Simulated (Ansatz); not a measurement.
Energy needed to pull apart HSO (SMILES O[S]), doublet, into free ground-state atoms, from the structure below (displaced at random from a GFN2-xTB minimum); no zero-point or spin–orbit terms; open-shell atoms are treated unrestricted, in their ground-state multiplicity.

```
3
angstrom
O 0.0026 -0.5385 -0.0531
S 0.9043 0.6354 0.6343
H -0.6969 -0.0697 -0.4026
```

Ansatz 0.2.0; basis: def2-TZVPP; cores frozen in the correlated methods; orbitals are unrestricted.

```
   method  atomization energy (kJ/mol)
   PBE-D4                          813
revPBE-D4                          779
r2SCAN-D4                          776
  PBE0-D4                          765
  wB97X-V                          777
  wB97M-V                            ?
       HF                            ?
      MP2                          756
     CCSD                          708
  CCSD(T)                          731
```

(1) What does wB97M-V give? (To be estimated.)

(2) What does HF give? (To be estimated.)

The T1 diagnostic stays at or below 0.021. ⟨S²⟩ of the unrestricted Hartree–Fock references: 0.77 (a pure state has 0.75).

## Answers

(1) By the calculation: 779 kJ/mol, which is about 48 kJ/mol more than CCSD(T)/def2-TZVPP.

(2) By the calculation: 415 kJ/mol, which is about 316 kJ/mol less than CCSD(T)/def2-TZVPP.

In triple zeta the MP2 and coupled-cluster atomization energies are still short of their basis limit by a few kcal/mol a bond, whereas those of the functionals are nearly converged, so these differences are not deviations from converged CCSD(T).

For scale, one of the runs: CCSD(T)/def2-TZVPP forces, 87 basis functions (an equivalent command: `ansatz run in.yaml --threads 4`). Hardware: 4 CPU threads, shared host. Wall time 10 s; peak host memory 0.67 GiB.
